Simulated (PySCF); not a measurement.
Electron attachment to nitroxyl

Molecule: `N=O` (HNO). Non-hydrogen atoms are numbered in `[NH:1]=[O:2]`.

Computed at ωB97X-D3(BJ)/ma-def2-TZVP // PBE0-D3(BJ)/ma-def2-SVP with PySCF (density fitting, grid level 2). Thermal corrections: PBE0-D3(BJ)/ma-def2-SVP frequencies, unscaled, ideal gas at 298.15 K and 1 bar, quasi-RRHO entropy.

Frontier levels of the parent: HOMO -9.74 eV, LUMO -0.32 eV.

Reduction to the radical anion:
| Item | Value |
| --- | --- |
| Vertical electron affinity (electronic) | 0.01 eV |
| Adiabatic electron affinity (with zero-point energy) | 0.52 eV |
| Adiabatic, electronic part | 0.48 eV |
| Vertical gap at the product's structure | 0.92 eV |
| Inner reorganisation energy (four-point) | 901 meV |
| Relaxation of product / of parent | 469 / 433 meV |
| ⟨S²⟩ of the product | 0.756 |
| Largest spin populations | N1 0.60, O2 0.42 |
| Largest changes of atomic charge | N1 -0.47, O2 -0.43, H (on N1) -0.09 |
| Distances that move most (Å) | N1–O2 1.189 → 1.309; N1–H 1.066 → 1.057 |
| Potential in acetonitrile | 3.52 V absolute, -1.02 V against Fc+/Fc computed at 4.54 V (solvation -16 → -303 kJ/mol) |

Solvents are IEF-PCM continua (electrostatics only, gas-phase structures); absolute potentials refer to an electron at rest in vacuum. Fc+/Fc in acetonitrile, 4.54 V, is ωB97X-D3(BJ)/ma-def2-TZVP on PBE0-D3(BJ)/def2-SVP structures with GFN2-xTB thermal terms. Benchmark calculations put it near 5.0 V in acetonitrile and DMSO, so it is about 0.5 V low, and the value against it can read up to that much too high.

Measured values (NIST Chemistry WebBook, evaluated or the median of agreeing entries): adiabatic electron affinity 0.34 eV (computed 0.52, difference 0.19).

Differences come from unrounded values, so a last digit can differ from that of the printed terms.
